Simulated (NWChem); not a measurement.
System: acetone (C$_{3}$H$_{6}$O); SMILES CC(=O)C

Here is an NWChem input.

```
start job
memory heap 200 mb stack 900 mb global 1100 mb
geometry units angstroms noautoz
  C     -1.284550    -0.000719    -0.615008
  C      0.000000     0.000000     0.180731
  C      1.284550     0.000719    -0.615008
  O      0.000000     0.000000     1.387736
  H     -1.329902    -0.883864    -1.272262
  H     -1.333812     0.885068    -1.268338
  H     -2.142753    -0.004571     0.068435
  H      2.142753     0.004571     0.068435
  H      1.333812    -0.885068    -1.268338
  H      1.329902     0.883864    -1.272262
end
basis spherical
  * library def2-svpd
end
dft
  xc xpbe96 cpbe96
  iterations 150
end
tddft
  cis
  nroots 6
  notriplet
end
task tddft energy
```

The geometry was optimised at PBE0/def2-SVP.

Vertical excitations in the gas phase.

Q: What results follow from this input? (PBE/def2-SVPD, TDA.) Quantities: lowest excitation, singlet (eV); oscillator strength of that lowest state; lowest state with f > 0.02, singlet (eV); oscillator strength of that bright state; orbital gap (eV).

A: 
```yaml
lowest excitation, singlet (eV): 4.29
oscillator_strength_of_that_lowest_state: 0.000
lowest state with f > 0.02, singlet (eV): 5.58
oscillator_strength_of_that_bright_state: 0.028
orbital gap (eV): 4.03
```
